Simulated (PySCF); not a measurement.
**What PySCF settings do for NaSi**

Base input, run as `OMP_NUM_THREADS=1 python input.py` with PySCF 2.14:

```python
from pyscf import gto, scf

mol = gto.M(
    atom='Na 0 0 0; Si 0 0 2.69',
    basis='6-311++g**',
    charge=0,
    spin=3,
    verbose=3,
)
mf = scf.UHF(mol)
mf = mf.density_fit(auxbasis='def2-universal-jkfit')
mf.kernel()
mf.analyze()
print('orbital energies (hartree):', [e[max(0, n-3):n+3].round(4) for e, n in zip(mf.mo_energy, mol.nelec)])
```

Base result: E(SCF) = -450.730908 Eh, ⟨S²⟩ = 3.753, μz(SCF) = -8.47 D. The bond length is a typed value, not an optimised one. No search for the lowest solution was made.

It ran on Arm Neoverse V1 (1 thread, shared host) in 1.2 s, peak memory 0.12 GiB.

Each row names what differs from the base; energies in brackets are changes from the base.

| change | result | wall time (s) |
| --- | --- | --- |
| geometry: bond 2.69 → bond 3.362 | E(SCF) = -450.719396 Eh (+0.3133 eV), ⟨S²⟩ = 3.756, μz(SCF) = -9.83 D | 1.1 |
| spin (2S): 3 → 5 [a high spin state] | E(SCF) = -450.572310 Eh (+4.3157 eV), ⟨S²⟩ = 8.750, μz(SCF) = 4.28 D | 1.1 |
| geometry: bond 2.69 → bond 25 [unsound on purpose] | E(SCF) = -450.696502 Eh (+0.9362 eV), ⟨S²⟩ = 3.756, μz(SCF) = 0.00 D | 1.1 |
| cycle limit: 50 → 1 [unsound on purpose] | not converged: SCF | 0.86 |
| PCM solvent, dielectric constant: none → 32.6 | E(SCF) = -450.753648 Eh (-0.6188 eV), ⟨S²⟩ = 3.751, μz(SCF) = -10.79 D | 3.5 |
| electric field along z (a.u.): none → -0.01 | E(SCF) = -450.768832 Eh (-1.0320 eV), ⟨S²⟩ = 3.751, μz(SCF) = -10.67 D | 1.1 |
| functional: none (Hartree–Fock) → slater,; SCF type: UHF → UKS [unsound on purpose] | E(SCF) = -447.846541 Eh, ⟨S²⟩ = 3.751, μz(SCF) = -6.23 D | 2.5 |
| convergence threshold: default → 1e-07 | E(SCF) = -450.730908 Eh (+0.0000 eV), ⟨S²⟩ = 3.753, μz(SCF) = -8.47 D | 1.1 |
| step after the SCF: analyze → stability | E(SCF) = -450.730908 Eh (+0.0000 eV), ⟨S²⟩ = 3.753, μz(SCF) = -8.47 D, internal stable; real -> complex stable; UHF/UKS -> GHF/GKS stable | 5.3 |
| Cartesian functions: off → on | E(SCF) = -450.731128 Eh (-0.0060 eV), ⟨S²⟩ = 3.753, μz(SCF) = -8.47 D | 1.2 |
| basis set: 6-311++g** → 3-21g | E(SCF) = -448.234665 Eh (+67.9262 eV), ⟨S²⟩ = 3.753, μz(SCF) = -8.35 D | 0.9 |
| basis set: 6-311++g** → ano-rcc-vdzp; spin-free X2C: off → on | E(SCF) = -451.556829 Eh, ⟨S²⟩ = 3.752, μz(SCF) = -8.35 D | 1.2 |
| step after the SCF: analyze → ccsd; frozen orbitals: default → 0 | E(SCF) = -450.730908 Eh (+0.0000 eV), E(CCSD) − E(SCF) = -0.32524 Eh, ⟨S²⟩ = 3.753, μz(SCF) = -8.47 D | 37 |
| basis set: 6-311++g** → 6-31g* | E(SCF) = -450.706442 Eh (+0.6657 eV), ⟨S²⟩ = 3.753, μz(SCF) = -8.23 D | 0.91 |
| step after the SCF: analyze → optimize | E(SCF) = -450.730908 Eh (+0.0000 eV), ⟨S²⟩ = 3.753, all at the start geometry; optimised bond 2.745 Å with E = -450.731084 Eh after 5 steps | 3.2 |
| functional: none (Hartree–Fock) → o3lyp; SCF type: UHF → UKS | E(SCF) = -451.667030 Eh, ⟨S²⟩ = 3.751, μz(SCF) = -7.13 D | 3.1 |
| length unit: angstrom → bohr [unsound on purpose] | E(SCF) = -450.310148 Eh (+11.4494 eV), ⟨S²⟩ = 3.752, μz(SCF) = -2.45 D | 1.1 |
| step after the SCF: analyze → gradient | E(SCF) = -450.730908 Eh (+0.0000 eV), ⟨S²⟩ = 3.753, μz(SCF) = -8.47 D, gradient on the second atom -0.0035 Eh/bohr | 1.4 |
| step after the SCF: analyze → mp2; frozen orbitals: default → 0 | E(SCF) = -450.730908 Eh (+0.0000 eV), E(MP2) − E(SCF) = -0.30988 Eh, ⟨S²⟩ = 3.753, μz(SCF) = -8.47 D | 1 |
| functional: none (Hartree–Fock) → r2scan; SCF type: UHF → UKS | E(SCF) = -451.636865 Eh, ⟨S²⟩ = 3.751, μz(SCF) = -7.56 D | 5.8 |

Task: Order these changes by how far they move the SCF energy from the base, largest first: (1) Cartesian functions: off → on; (2) PCM solvent, dielectric constant: none → 32.6; (3) electric field along z (a.u.): none → -0.01; (4) geometry: bond 2.69 → bond 3.362.

Result: (3) -1.0320 eV, (2) -0.6188 eV, (4) +0.3133 eV, (1) -0.0060 eV.
